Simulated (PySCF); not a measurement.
# HCl₃, a complex of two parts: interaction energy, part 2 of 3

PySCF 2.14.0. Atoms count from 0, parts from 1.

## 5. Coupled-cluster interaction energy: CCSD(T) and MP2, 2.84 Å

Job settings and geometry (Å):

```
{"job": {"kind": "intercc", "basis": "aug-cc-pVDZ", "basis_mid": "aug-cc-pVTZ", "basis_large": "aug-cc-pVQZ"}, "charge": 0, "multiplicity": 1, "parts": [{"atoms": "0-1", "charge": 0, "multiplicity": 1}, {"atoms": "2-3", "charge": 0, "multiplicity": 1}]}
Cl     0.914564    -0.502313    -0.095234
Cl    -0.901357     0.136293     0.370008
Cl    -0.583996     2.531437    -2.946267
H     -0.853246     1.883353    -1.871933
```

Method: CCSD(T)/aug-cc-pVDZ and MP2/aug-cc-pVTZ, aug-cc-pVQZ counterpoise interaction energy, frozen core, gas phase.

Standard output:

```text
part 1, own basis, geometry of the cluster: E = -918.9999365382 (as before)

part 2, own basis, geometry of the cluster: E = -460.1074594972 (as before)

part 1, own basis, relaxed alone: E = -918.9999359002 (as before)

part 2, own basis, relaxed alone: E = -460.1075272965 (as before)

cluster
final grid: 5496 points
cycle   1  E = -1379.1074225197  dE = -7.373e-04  |g| = 1.082e-02  |ddm| = 2.128e-01
cycle   2  E = -1379.1074751783  dE = -5.266e-05  |g| = 3.816e-03  |ddm| = 3.319e-02
cycle   3  E = -1379.1074820094  dE = -6.831e-06  |g| = 1.508e-03  |ddm| = 6.857e-03
cycle   4  E = -1379.1074836116  dE = -1.602e-06  |g| = 3.813e-04  |ddm| = 4.433e-03
cycle   5  E = -1379.1074837217  dE = -1.101e-07  |g| = 1.477e-04  |ddm| = 1.048e-03
cycle   6  E = -1379.1074837383  dE = -1.655e-08  |g| = 4.193e-05  |ddm| = 4.440e-04
cycle   7  E = -1379.1074837402  dE = -1.938e-09  |g| = 1.796e-05  |ddm| = 1.503e-04
cycle   8  E = -1379.1074837406  dE = -4.336e-10  |g| = 7.489e-06  |ddm| = 7.964e-05
converged SCF energy = -1379.1074837406

part 1 in the basis of the cluster
final grid: 5496 points
cycle   1  E = -919.0000301563  dE = -9.329e-05  |g| = 1.924e-03  |ddm| = 1.628e-01
cycle   2  E = -919.0000316755  dE = -1.519e-06  |g| = 2.896e-04  |ddm| = 1.890e-02
cycle   3  E = -919.0000317192  dE = -4.370e-08  |g| = 2.785e-05  |ddm| = 3.074e-03
cycle   4  E = -919.0000317197  dE = -4.906e-10  |g| = 8.164e-06  |ddm| = 1.754e-04
converged SCF energy = -919.0000317197

part 2 in the basis of the cluster
final grid: 5496 points
cycle   1  E = -460.1074776426  dE = -1.795e-05  |g| = 7.043e-04  |ddm| = 7.738e-02
cycle   2  E = -460.1074778430  dE = -2.003e-07  |g| = 9.346e-05  |ddm| = 7.428e-03
cycle   3  E = -460.1074778480  dE = -5.075e-09  |g| = 8.734e-06  |ddm| = 1.056e-03
cycle   4  E = -460.1074778481  dE = -5.610e-11  |g| = 1.719e-06  |ddm| = 7.509e-05
converged SCF energy = -460.1074778481

Interaction energy (kcal/mol)
  counterpoise       -1.386
  uncorrected        -1.740
  dispersion part     0.000
  deformation         0.018
  binding            -1.369

Decomposition of the uncorrected value (kcal/mol)
  electrostatic      -0.648
  Pauli               1.094
  orbital            -0.501
  dispersion          0.000
  correlation        -1.686

Charge of each part in the cluster: 0.005 -0.005
part 1, own basis, geometry of the cluster: E = -919.0075904897 (as before)

part 2, own basis, geometry of the cluster: E = -460.1112309884 (as before)

part 1, own basis, relaxed alone: E = -919.0075908125 (as before)

part 2, own basis, relaxed alone: E = -460.1113072439 (as before)

cluster
final grid: 5496 points
cycle   1  E = -1379.1187833175  dE = -7.187e-04  |g| = 1.150e-02  |ddm| = 1.550e-01
cycle   2  E = -1379.1188400698  dE = -5.675e-05  |g| = 4.179e-03  |ddm| = 2.641e-02
cycle   3  E = -1379.1188474137  dE = -7.344e-06  |g| = 1.575e-03  |ddm| = 8.204e-03
cycle   4  E = -1379.1188491938  dE = -1.780e-06  |g| = 4.019e-04  |ddm| = 5.095e-03
cycle   5  E = -1379.1188493094  dE = -1.156e-07  |g| = 1.586e-04  |ddm| = 1.213e-03
cycle   6  E = -1379.1188493281  dE = -1.875e-08  |g| = 4.481e-05  |ddm| = 5.782e-04
cycle   7  E = -1379.1188493302  dE = -2.014e-09  |g| = 1.932e-05  |ddm| = 1.611e-04
cycle   8  E = -1379.1188493306  dE = -4.857e-10  |g| = 7.714e-06  |ddm| = 9.405e-05
converged SCF energy = -1379.1188493306

part 1 in the basis of the cluster
final grid: 5496 points
cycle   1  E = -919.0076113346  dE = -1.997e-05  |g| = 8.360e-04  |ddm| = 9.488e-02
cycle   2  E = -919.0076116401  dE = -3.055e-07  |g| = 1.205e-04  |ddm| = 1.148e-02
cycle   3  E = -919.0076116481  dE = -7.968e-09  |g| = 9.812e-06  |ddm| = 1.948e-03
cycle   4  E = -919.0076116482  dE = -6.150e-11  |g| = 1.837e-06  |ddm| = 1.141e-04
converged SCF energy = -919.0076116482

part 2 in the basis of the cluster
final grid: 5496 points
cycle   1  E = -460.1112372909  dE = -5.972e-06  |g| = 4.372e-04  |ddm| = 7.630e-02
cycle   2  E = -460.1112373902  dE = -9.925e-08  |g| = 6.429e-05  |ddm| = 9.155e-03
cycle   3  E = -460.1112373928  dE = -2.633e-09  |g| = 4.126e-06  |ddm| = 1.439e-03
cycle   4  E = -460.1112373928  dE = -1.376e-11  |g| = 5.741e-07  |ddm| = 3.623e-05
converged SCF energy = -460.1112373928

Interaction energy (kcal/mol)
  counterpoise       -1.464
  uncorrected        -1.643
  dispersion part     0.000
  deformation         0.023
  binding            -1.442

Decomposition of the uncorrected value (kcal/mol)
  electrostatic      -0.625
  Pauli               1.101
  orbital            -0.492
  dispersion          0.000
  correlation        -1.627

Charge of each part in the cluster: 0.005 -0.005
part 1 in the basis of the cluster: E(HF) = -918.966236794  E2 = -0.293133079  E(CCSD corr) = -0.318396240  (T) = -0.009327614
part 2 in the basis of the cluster: E(HF) = -460.092662100  E2 = -0.159420693  E(CCSD corr) = -0.175901108  (T) = -0.003990161
cluster: E(HF) = -1379.058944929  E2 = -0.454424596  E(CCSD corr) = -0.495645235  (T) = -0.013561894

Counterpoise interaction energy (kcal/mol)
  hf_small                  -0.029
  mp2_small                 -1.203
  ccsd_small                -0.875
  ccsdt_small               -1.028
  hf_large                  -0.000
  mp2_large                 -1.464
  hf_middle                  0.016
  mp2_middle                -1.386
  scs_mp2_large             -1.112
  mp2_limit                 -1.510
  ccsdt_less_mp2             0.175
  ccsdt_limit_estimate      -1.335
  bsse_mp2_large             0.179
```

Run time: 72 s. Hardware: 1 thread of Arm Neoverse N1, shared host; peak memory 0.81 GiB.

Contacts at this geometry (a selection, picked against the atoms' radii; other short pairs can be missing):

```tsv
atoms	distance (Å)	kind (by distance and angle)	angle (°)
Cl1···H3	2.84	hydrogen bond	167
```

Differences are taken before rounding.

```tsv
method	interaction energy (kcal/mol)	from CCSD(T), limit estimate (kcal/mol)
HF/aug-cc-pVDZ	-0.03	+1.31
MP2/aug-cc-pVDZ	-1.20	+0.13
CCSD/aug-cc-pVDZ	-0.87	+0.46
CCSD(T)/aug-cc-pVDZ	-1.03	+0.31
HF/aug-cc-pVQZ	0.00	+1.33
MP2/aug-cc-pVQZ	-1.46	-0.13
SCS-MP2/aug-cc-pVQZ	-1.11	+0.22
MP2, extrapolated	-1.51	-0.17
CCSD(T), limit estimate	-1.33	0
```

## 6. Coupled-cluster interaction energy: CCSD(T) and MP2, 2.46 Å

Same as in step 5 but for these lines:

```diff
@@ -3,3 +3,3 @@
 Cl    -0.901357     0.136293     0.370008
-Cl    -0.583996     2.531437    -2.946267
-H     -0.853246     1.883353    -1.871933
+Cl    -0.590557     2.293201    -2.640548
+H     -0.859807     1.645117    -1.566214
```

With the program's defaults for keys left out, this is: CCSD(T)/aug-cc-pVDZ and MP2/aug-cc-pVTZ, aug-cc-pVQZ counterpoise interaction energy, frozen core, gas phase.

Standard output:

```text
part 1, own basis, geometry of the cluster: E = -918.9999365382 (as before)

part 2, own basis, geometry of the cluster: E = -460.1074594972 (as before)

part 1, own basis, relaxed alone: E = -918.9999359002 (as before)

part 2, own basis, relaxed alone: E = -460.1075272965 (as before)

cluster
final grid: 5496 points
cycle   1  E = -1379.1055503462  dE = -2.266e-03  |g| = 1.863e-02  |ddm| = 2.879e-01
cycle   2  E = -1379.1057218069  dE = -1.715e-04  |g| = 6.525e-03  |ddm| = 4.778e-02
cycle   3  E = -1379.1057441158  dE = -2.231e-05  |g| = 2.750e-03  |ddm| = 1.196e-02
cycle   4  E = -1379.1057490775  dE = -4.962e-06  |g| = 6.721e-04  |ddm| = 7.146e-03
cycle   5  E = -1379.1057494445  dE = -3.670e-07  |g| = 2.711e-04  |ddm| = 1.890e-03
cycle   6  E = -1379.1057494992  dE = -5.473e-08  |g| = 7.852e-05  |ddm| = 7.700e-04
cycle   7  E = -1379.1057495062  dE = -6.995e-09  |g| = 3.609e-05  |ddm| = 2.848e-04
cycle   8  E = -1379.1057495081  dE = -1.929e-09  |g| = 1.521e-05  |ddm| = 1.757e-04
cycle   9  E = -1379.1057495085  dE = -4.306e-10  |g| = 6.000e-06  |ddm| = 9.388e-05
converged SCF energy = -1379.1057495085

part 1 in the basis of the cluster
final grid: 5496 points
cycle   1  E = -919.0000580179  dE = -1.202e-04  |g| = 2.238e-03  |ddm| = 1.887e-01
cycle   2  E = -919.0000600000  dE = -1.982e-06  |g| = 3.352e-04  |ddm| = 2.452e-02
cycle   3  E = -919.0000600570  dE = -5.699e-08  |g| = 3.266e-05  |ddm| = 4.365e-03
cycle   4  E = -919.0000600577  dE = -6.505e-10  |g| = 1.020e-05  |ddm| = 2.440e-04
converged SCF energy = -919.0000600577

part 2 in the basis of the cluster
final grid: 5496 points
cycle   1  E = -460.1074856999  dE = -2.587e-05  |g| = 8.637e-04  |ddm| = 1.013e-01
cycle   2  E = -460.1074859827  dE = -2.828e-07  |g| = 1.138e-04  |ddm| = 9.868e-03
cycle   3  E = -460.1074859898  dE = -7.089e-09  |g| = 1.081e-05  |ddm| = 1.320e-03
cycle   4  E = -460.1074859899  dE = -8.146e-11  |g| = 2.575e-06  |ddm| = 7.482e-05
converged SCF energy = -460.1074859899

Interaction energy (kcal/mol)
  counterpoise       -1.516
  uncorrected        -2.097
  dispersion part     0.000
  deformation         0.018
  binding            -1.498

Decomposition of the uncorrected value (kcal/mol)
  electrostatic      -1.707
  Pauli               4.288
  orbital            -1.547
  dispersion          0.000
  correlation        -3.131

Charge of each part in the cluster: 0.011 -0.011
part 1, own basis, geometry of the cluster: E = -919.0075904897 (as before)

part 2, own basis, geometry of the cluster: E = -460.1112309884 (as before)

part 1, own basis, relaxed alone: E = -919.0075908125 (as before)

part 2, own basis, relaxed alone: E = -460.1113072439 (as before)

cluster
final grid: 5496 points
cycle   1  E = -1379.1168865472  dE = -2.254e-03  |g| = 1.944e-02  |ddm| = 2.540e-01
cycle   2  E = -1379.1170658163  dE = -1.793e-04  |g| = 6.995e-03  |ddm| = 4.219e-02
cycle   3  E = -1379.1170890283  dE = -2.321e-05  |g| = 2.851e-03  |ddm| = 1.394e-02
cycle   4  E = -1379.1170944663  dE = -5.438e-06  |g| = 7.045e-04  |ddm| = 8.465e-03
cycle   5  E = -1379.1170948524  dE = -3.861e-07  |g| = 2.874e-04  |ddm| = 2.232e-03
cycle   6  E = -1379.1170949133  dE = -6.092e-08  |g| = 8.400e-05  |ddm| = 1.029e-03
cycle   7  E = -1379.1170949206  dE = -7.322e-09  |g| = 3.841e-05  |ddm| = 3.046e-04
cycle   8  E = -1379.1170949227  dE = -2.120e-09  |g| = 1.582e-05  |ddm| = 2.014e-04
cycle   9  E = -1379.1170949232  dE = -4.420e-10  |g| = 6.586e-06  |ddm| = 9.951e-05
converged SCF energy = -1379.1170949232

part 1 in the basis of the cluster
final grid: 5496 points
cycle   1  E = -919.0076182583  dE = -2.565e-05  |g| = 9.429e-04  |ddm| = 1.281e-01
cycle   2  E = -919.0076186370  dE = -3.787e-07  |g| = 1.329e-04  |ddm| = 1.655e-02
cycle   3  E = -919.0076186467  dE = -9.715e-09  |g| = 1.132e-05  |ddm| = 2.910e-03
cycle   4  E = -919.0076186468  dE = -7.162e-11  |g| = 2.440e-06  |ddm| = 1.712e-04
converged SCF energy = -919.0076186468

part 2 in the basis of the cluster
final grid: 5496 points
cycle   1  E = -460.1112396320  dE = -8.007e-06  |g| = 5.044e-04  |ddm| = 9.783e-02
cycle   2  E = -460.1112397579  dE = -1.259e-07  |g| = 7.311e-05  |ddm| = 1.107e-02
cycle   3  E = -460.1112397612  dE = -3.292e-09  |g| = 4.797e-06  |ddm| = 1.713e-03
cycle   4  E = -460.1112397612  dE = -1.518e-11  |g| = 7.740e-07  |ddm| = 4.761e-05
converged SCF energy = -460.1112397612

Interaction energy (kcal/mol)
  counterpoise       -1.678
  uncorrected        -1.989
  dispersion part     0.000
  deformation         0.023
  binding            -1.655

Decomposition of the uncorrected value (kcal/mol)
  electrostatic      -1.671
  Pauli               4.301
  orbital            -1.545
  dispersion          0.000
  correlation        -3.074

Charge of each part in the cluster: 0.011 -0.011
part 1 in the basis of the cluster: E(HF) = -918.966503941  E2 = -0.293482180  E(CCSD corr) = -0.318767511  (T) = -0.009365917
part 2 in the basis of the cluster: E(HF) = -460.092686661  E2 = -0.159547535  E(CCSD corr) = -0.176032232  (T) = -0.004004791
cluster: E(HF) = -1379.057375869  E2 = -0.456399993  E(CCSD corr) = -0.497150148  (T) = -0.013806465

Counterpoise interaction energy (kcal/mol)
  hf_small                   1.139
  mp2_small                 -0.976
  ccsd_small                -0.336
  ccsdt_small               -0.610
  hf_large                   1.107
  mp2_large                 -1.678
  hf_middle                  1.127
  mp2_middle                -1.516
  scs_mp2_large             -1.004
  mp2_limit                 -1.781
  ccsdt_less_mp2             0.366
  ccsdt_limit_estimate      -1.415
  bsse_mp2_large             0.310
```

It took 74 s on 1 thread of Arm Neoverse N1, shared host; peak memory 0.81 GiB.

Contacts at this geometry (a selection, picked against the atoms' radii; other short pairs can be missing):

```tsv
atoms	distance (Å)	kind (by distance and angle)	angle (°)
H3···Cl1	2.46	hydrogen bond	167
```

Differences are taken before rounding.

```tsv
method	interaction energy (kcal/mol)	from CCSD(T), limit estimate (kcal/mol)
HF/aug-cc-pVDZ	1.14	+2.55
MP2/aug-cc-pVDZ	-0.98	+0.44
CCSD/aug-cc-pVDZ	-0.34	+1.08
CCSD(T)/aug-cc-pVDZ	-0.61	+0.81
HF/aug-cc-pVQZ	1.11	+2.52
MP2/aug-cc-pVQZ	-1.68	-0.26
SCS-MP2/aug-cc-pVQZ	-1.00	+0.41
MP2, extrapolated	-1.78	-0.37
CCSD(T), limit estimate	-1.41	0
```

## 7. Coupled-cluster interaction energy: CCSD(T) and MP2, 3.23 Å

Same as in step 6 but for these lines:

```diff
@@ -3,3 +3,3 @@
 Cl    -0.901357     0.136293     0.370008
-Cl    -0.590557     2.293201    -2.640548
-H     -0.859807     1.645117    -1.566214
+Cl    -0.577436     2.769672    -3.251986
+H     -0.846686     2.121588    -2.177652
```

Level: CCSD(T)/aug-cc-pVDZ and MP2/aug-cc-pVTZ, aug-cc-pVQZ counterpoise interaction energy, frozen core, gas phase.

Standard output:

```text
part 1, own basis, geometry of the cluster: E = -918.9999365382 (as before)

part 2, own basis, geometry of the cluster: E = -460.1074594972 (as before)

part 1, own basis, relaxed alone: E = -918.9999359002 (as before)

part 2, own basis, relaxed alone: E = -460.1075272965 (as before)

cluster
final grid: 5496 points
cycle   1  E = -1379.1077454314  dE = -2.958e-04  |g| = 7.104e-03  |ddm| = 1.576e-01
cycle   2  E = -1379.1077656349  dE = -2.020e-05  |g| = 2.519e-03  |ddm| = 2.166e-02
cycle   3  E = -1379.1077682886  dE = -2.654e-06  |g| = 9.180e-04  |ddm| = 4.295e-03
cycle   4  E = -1379.1077688988  dE = -6.101e-07  |g| = 2.441e-04  |ddm| = 2.933e-03
cycle   5  E = -1379.1077689419  dE = -4.317e-08  |g| = 8.855e-05  |ddm| = 6.816e-04
cycle   6  E = -1379.1077689479  dE = -5.987e-09  |g| = 2.501e-05  |ddm| = 2.703e-04
cycle   7  E = -1379.1077689486  dE = -6.798e-10  |g| = 9.818e-06  |ddm| = 8.859e-05
converged SCF energy = -1379.1077689486

part 1 in the basis of the cluster
final grid: 5496 points
cycle   1  E = -919.0000044351  dE = -6.814e-05  |g| = 1.621e-03  |ddm| = 1.203e-01
cycle   2  E = -919.0000055390  dE = -1.104e-06  |g| = 2.443e-04  |ddm| = 1.163e-02
cycle   3  E = -919.0000055708  dE = -3.180e-08  |g| = 2.301e-05  |ddm| = 1.853e-03
cycle   4  E = -919.0000055711  dE = -3.496e-10  |g| = 6.489e-06  |ddm| = 1.351e-04
converged SCF energy = -919.0000055711

part 2 in the basis of the cluster
final grid: 5496 points
cycle   1  E = -460.1074708153  dE = -1.133e-05  |g| = 5.445e-04  |ddm| = 5.949e-02
cycle   2  E = -460.1074709444  dE = -1.291e-07  |g| = 7.270e-05  |ddm| = 6.034e-03
cycle   3  E = -460.1074709476  dE = -3.206e-09  |g| = 6.585e-06  |ddm| = 8.932e-04
cycle   4  E = -460.1074709476  dE = -3.092e-11  |g| = 1.189e-06  |ddm| = 5.497e-05
converged SCF energy = -460.1074709476

Interaction energy (kcal/mol)
  counterpoise       -0.950
  uncorrected        -1.161
  dispersion part     0.000
  deformation         0.018
  binding            -0.932

Decomposition of the uncorrected value (kcal/mol)
  electrostatic      -0.303
  Pauli               0.269
  orbital            -0.200
  dispersion          0.000
  correlation        -0.927

Charge of each part in the cluster: 0.002 -0.002
part 1, own basis, geometry of the cluster: E = -919.0075904897 (as before)

part 2, own basis, geometry of the cluster: E = -460.1112309884 (as before)

part 1, own basis, relaxed alone: E = -919.0075908125 (as before)

part 2, own basis, relaxed alone: E = -460.1113072439 (as before)

cluster
final grid: 5496 points
cycle   1  E = -1379.1191216611  dE = -2.647e-04  |g| = 7.539e-03  |ddm| = 1.302e-01
cycle   2  E = -1379.1191429865  dE = -2.133e-05  |g| = 2.777e-03  |ddm| = 2.069e-02
cycle   3  E = -1379.1191458336  dE = -2.847e-06  |g| = 9.543e-04  |ddm| = 5.590e-03
cycle   4  E = -1379.1191465132  dE = -6.796e-07  |g| = 2.564e-04  |ddm| = 3.454e-03
cycle   5  E = -1379.1191465573  dE = -4.409e-08  |g| = 9.427e-05  |ddm| = 7.546e-04
cycle   6  E = -1379.1191465640  dE = -6.716e-09  |g| = 2.666e-05  |ddm| = 3.581e-04
cycle   7  E = -1379.1191465647  dE = -6.880e-10  |g| = 1.061e-05  |ddm| = 9.535e-05
converged SCF energy = -1379.1191465647

part 1 in the basis of the cluster
final grid: 5496 points
cycle   1  E = -919.0076064284  dE = -1.586e-05  |g| = 7.437e-04  |ddm| = 8.927e-02
cycle   2  E = -919.0076066769  dE = -2.486e-07  |g| = 1.074e-04  |ddm| = 9.531e-03
cycle   3  E = -919.0076066833  dE = -6.416e-09  |g| = 8.549e-06  |ddm| = 1.459e-03
cycle   4  E = -919.0076066834  dE = -4.866e-11  |g| = 1.432e-06  |ddm| = 7.677e-05
converged SCF energy = -919.0076066834

part 2 in the basis of the cluster
final grid: 5496 points
cycle   1  E = -460.1112358732  dE = -4.840e-06  |g| = 3.894e-04  |ddm| = 6.402e-02
cycle   2  E = -460.1112359545  dE = -8.134e-08  |g| = 5.745e-05  |ddm| = 7.600e-03
cycle   3  E = -460.1112359567  dE = -2.158e-09  |g| = 3.675e-06  |ddm| = 1.178e-03
cycle   4  E = -460.1112359567  dE = -5.684e-12  |g| = 4.880e-07  |ddm| = 2.897e-05
converged SCF energy = -460.1112359567

Interaction energy (kcal/mol)
  counterpoise       -0.986
  uncorrected        -1.095
  dispersion part     0.000
  deformation         0.023
  binding            -0.963

Decomposition of the uncorrected value (kcal/mol)
  electrostatic      -0.295
  Pauli               0.272
  orbital            -0.182
  dispersion          0.000
  correlation        -0.891

Charge of each part in the cluster: 0.002 -0.002
part 1 in the basis of the cluster: E(HF) = -918.966073368  E2 = -0.292911508  E(CCSD corr) = -0.318160388  (T) = -0.009302908
part 2 in the basis of the cluster: E(HF) = -460.092639234  E2 = -0.159345706  E(CCSD corr) = -0.175826056  (T) = -0.003981334
cluster: E(HF) = -1379.059093656  E2 = -0.453311304  E(CCSD corr) = -0.494749886  (T) = -0.013419937

Counterpoise interaction energy (kcal/mol)
  hf_small                  -0.239
  mp2_small                 -0.901
  ccsd_small                -0.718
  ccsdt_small               -0.803
  hf_large                  -0.191
  mp2_large                 -0.986
  hf_middle                 -0.183
  mp2_middle                -0.950
  scs_mp2_large             -0.793
  mp2_limit                 -1.007
  ccsdt_less_mp2             0.097
  ccsdt_limit_estimate      -0.909
  bsse_mp2_large             0.109
```

It took 71 s on 1 thread of Arm Neoverse N1, shared host; peak memory 0.81 GiB.

Contacts at this geometry (a selection, picked against the atoms' radii; other short pairs can be missing):

```tsv
atoms	distance (Å)	kind (by distance and angle)	angle (°)
Cl1···H3	3.23	at van der Waals distance	–
```

```tsv
method	interaction energy (kcal/mol)	from CCSD(T), limit estimate (kcal/mol)
HF/aug-cc-pVDZ	-0.24	+0.67
MP2/aug-cc-pVDZ	-0.90	+0.01
CCSD/aug-cc-pVDZ	-0.72	+0.19
CCSD(T)/aug-cc-pVDZ	-0.80	+0.11
HF/aug-cc-pVQZ	-0.19	+0.72
MP2/aug-cc-pVQZ	-0.99	-0.08
SCS-MP2/aug-cc-pVQZ	-0.79	+0.12
MP2, extrapolated	-1.01	-0.10
CCSD(T), limit estimate	-0.91	0
```

(Part 2 of 3 ends here.)
